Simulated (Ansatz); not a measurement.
Born–Oppenheimer molecular dynamics of ClFH2Si (5 atoms, charge 0, multiplicity 1). It starts from a relaxed structure.

All numbers below come from RKS revPBE/def2-SVP in Ansatz 0.2.0.

```yaml
ensemble: NVT, Langevin thermostat
time_step: 0.5 fs
steps_asked: 150
set_temperature: 3000 K
friction: 0.01 /fs
seed: 321885
```

First frame:

```xyz
5
Properties=species:S:1:pos:R:3
Si 0.010 -0.018 0.012
Cl 0.004 -0.006 2.085
H 1.426 0.030 -0.468
F -0.762 1.320 -0.532
H -0.738 -1.220 -0.468
```

**Question.** How far do the bonds stretch over the last three quarters of this one trajectory? (Pairs bonded in most of those frames.)

**Answer.** 
```json
{"bond": "Si1–Cl2", "mean (Å)": "2.071", "spread (Å)": "0.054", "shortest": "1.97", "longest": "2.15"}
{"bond": "Si1–H3", "mean (Å)": "1.544", "spread (Å)": "0.127", "shortest": "1.32", "longest": "1.82"}
{"bond": "Si1–F4", "mean (Å)": "1.733", "spread (Å)": "0.143", "shortest": "1.50", "longest": "1.96"}
{"bond": "Si1–H5", "mean (Å)": "1.523", "spread (Å)": "0.070", "shortest": "1.39", "longest": "1.70"}
```

Pairs bonded in part of these frames only: Si1–H3 93 %.

Mean temperature of the second half: 2016 K. The mean temperature of the second half is 33 % below the set value. A run of 0.075 ps of so small a system gives no equilibrium averages.

Time of the run: 82 s on 1 thread of Intel(R) Xeon(R) 6975P-C (Granite Rapids), on a shared host, peak memory 0.11 GiB.
